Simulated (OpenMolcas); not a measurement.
# C3HF3 (3,3,3-trifluoroprop-1-yne): methods side by side

C3HF3: 7 atoms, total charge 0, spin state singlet. SMILES: `C#CC(F)(F)F`. The coordinates come from a PBE0-D4/def2-TZVP relaxation.

Quantity: the HOMO–LUMO gap, in eV. The values are calculated.

```csv
level,kind,program,value (eV),CPU time
HF/cc-pVDZ,Hartree–Fock,OpenMolcas,16.37,6.3 s
revPBE/cc-pVDZ,GGA,OpenMolcas,6.79,24 s
M06-L/cc-pVDZ,meta-GGA,OpenMolcas,7.33,29 s
TPSS/cc-pVDZ,meta-GGA,OpenMolcas,7.00,29 s
B3LYP/cc-pVDZ,global hybrid,OpenMolcas,8.68,22 s
BHLYP/cc-pVDZ,global hybrid,OpenMolcas,11.58,20 s
M06-2X/cc-pVDZ,hybrid meta-GGA,OpenMolcas,11.58,28 s
PBE0/cc-pVDZ,global hybrid,OpenMolcas,9.19,21 s
```

The values span 6.79 to 16.37 eV. Orbital gaps aren't excitation energies; they tend to grow with the share of exact exchange. Times are those of the runs behind each value, whatever else they computed, on shared processors of several kinds: orders of magnitude only.
